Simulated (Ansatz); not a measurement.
Input file:

```yaml
crystal:
  periodic: [false, false, false]
  atoms:
    - {symbol: B, position_ang: [1.100759, 0.000000, 0.840302]}
    - {symbol: Al, position_ang: [-0.471260, 0.000000, -0.291389]}
    - {symbol: H, position_ang: [0.808592, 0.000000, -1.212751]}
basis:
  gaussian: {orbitals: 6-31G}
magnetization: {spin_polarized: false, initial_magnetization: 3}
correlation: {method: ccsdtq, electrons: outside_noble_gas}
```

```sh
$ ansatz run in.yaml --threads 1 --pin off --events-out ev --progress --plain --max-ram 2393MiB
```

Roughly how long does this take on 1 thread of Arm Neoverse N1, shared host, and how much host memory?

22 s wall and 0.16 GiB.

```
517 factors; integrals over basis functions are off by at most 9.9e-8 eV
mean field evaluation 1: about -7262.6980 eV, gradient 6.7e0 eV
mean field evaluation 2: about -7262.7044 eV, gradient 6.7e0 eV
mean field evaluation 4: about -7263.9143 eV, gradient 1.5e0 eV
mean field evaluation 8: about -7264.0503 eV, gradient 1.5e-1 eV
mean field evaluation 16: about -7262.6977 eV, gradient 6.7e0 eV
mean field evaluation 32: about -7262.1239 eV, gradient 5.3e-3 eV
mean field evaluation 64: about -7260.8413 eV, gradient 9.1e-2 eV
mean field -7264.05015049 eV, -266.9489192804 hartree, gradient 1.4e-6 eV, S^2 3.750000; 3 other end points of the search recorded, 0 dependent functions left out
mean field evaluation 96: about -7263.9332 eV, gradient 1.6e0 eV
determinant -7264.05015049 eV, -266.9489192804 hartree, with singles and doubles -7266.19840238 eV, -267.0278660814 hartree
determinant -7262.12386821 eV, -266.8781297125 hartree, with singles and doubles -7263.88474502 eV, -266.9428407417 hartree
determinant -7261.37100494 eV, -266.8504624975 hartree, with singles and doubles -7263.91161461 eV, -266.9438281808 hartree
determinant -7260.84143705 eV, -266.8310012366 hartree, with singles and doubles -7263.08880004 eV, -266.9135903031 hartree
6 core orbitals not correlated: weight in the atoms' cores, before any rotation towards them, 1.000 or more for the frozen orbitals, at most 0.000 for the correlated occupied ones
reference -7264.05015049 eV, -266.9489192804 hartree; 5, 2 occupied and 13, 16 virtual orbitals, 517 factors
second order -1.43310015 eV of doubles, -0.02613150 eV of singles
cycle   1  -1.82966633 eV  change   -3.7e-1 eV  update   7.9e-2
cycle   2  -2.14392234 eV  change   -3.1e-1 eV  update   4.7e-2
cycle   3  -2.21913846 eV  change   -7.5e-2 eV  update   2.6e-2
cycle   4  -2.25340266 eV  change   -3.4e-2 eV  update   1.5e-2
cycle   5  -2.26013144 eV  change   -6.7e-3 eV  update   5.4e-3
cycle   6  -2.26033844 eV  change   -2.1e-4 eV  update   2.5e-3
cycle   7  -2.25926452 eV  change    1.1e-3 eV  update   1.1e-3
cycle   8  -2.25997219 eV  change   -7.1e-4 eV  update   5.7e-4
cycle   9  -2.26008300 eV  change   -1.1e-4 eV  update   3.3e-4
cycle  10  -2.25996482 eV  change    1.2e-4 eV  update   1.7e-4
cycle  11  -2.26002103 eV  change   -5.6e-5 eV  update   9.5e-5
cycle  12  -2.26007167 eV  change   -5.1e-5 eV  update   6.3e-5
cycle  13  -2.26012244 eV  change   -5.1e-5 eV  update   4.2e-5
cycle  14  -2.26008612 eV  change    3.6e-5 eV  update   2.9e-5
cycle  15  -2.26006159 eV  change    2.5e-5 eV  update   1.4e-5
cycle  16  -2.26005979 eV  change    1.8e-6 eV  update   8.3e-6
cycle  17  -2.26006486 eV  change   -5.1e-6 eV  update   4.7e-6
cycle  18  -2.26006991 eV  change   -5.1e-6 eV  update   2.5e-6
cycle  19  -2.26007081 eV  change   -9.0e-7 eV  update   1.3e-6
cycle  20  -2.26007052 eV  change    2.9e-7 eV  update   6.2e-7
Total energy: -7266.31022101 eV, -267.0319753402 hartree
```

For the same geometry and basis full CI lies 0.2 meV lower.
